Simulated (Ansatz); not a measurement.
HBr (I4/mmm)

All numbers below come from DFT PBEsol, scalar-relativistic, plane waves, PAW (Ansatz).

Cutoff 420 eV; k points 10×10×10 on the computed 2-atom cell (Γ-centred); Gaussian smearing, width 0.02 eV; no spin polarisation.

The structure is relaxed at this level of theory with its symmetry kept. Whether it is the stable form of this composition wasn't checked.

```
CELL_PARAMETERS angstrom
0.00000 3.85072 3.85096
1.67115 0.00000 3.85096
1.67115 3.85072 0.00000
ATOMIC_POSITIONS crystal
H 0.00000 0.00000 0.00000
Br 0.50000 0.50000 0.50000
```

| Quantity | Value |
| --- | --- |
| Space group | I4/mmm (No. 139) |
| Volume per atom | 24.78 Å³ |
| Formation energy from the elements' standard states (Br, Hg as crystals; uncorrected) | +0.022 eV/atom |
| Kohn–Sham band gap | 1.42 eV, indirect from (0.495, 0.339, -0.161) to M |
| Löwdin character of the top 1 eV of the valence band | Br 4p 99 % |
| Löwdin character of the lowest 1 eV of the conduction band | H 1s 58 %, Br 4s 22 %, Br 4p 11 %, unprojected 9 % |
| Electron masses at the edge by Cartesian direction of the computed cell, whose vectors are (0.000, 3.851, 3.851), (1.671, 0.000, 3.851), (1.671, 3.851, 0.000) Å (m_e; degenerate bands sorted by energy; no spin-orbit coupling) | x: 0.042; y: 6.5; z: 6.5 |
| Hole masses at the edge by Cartesian direction of the computed cell, whose vectors are (0.000, 3.851, 3.851), (1.671, 0.000, 3.851), (1.671, 3.851, 0.000) Å (m_e; degenerate bands sorted by energy; no spin-orbit coupling) | x: 2.0; y: 1.3; z: 20 |
| Bader charges (e) | H (1 in the cell) 0.29, Br (1 in the cell) -0.29 |

Each cell of HBr holds chains, and where no dispersion correction was added their binding is poorly described.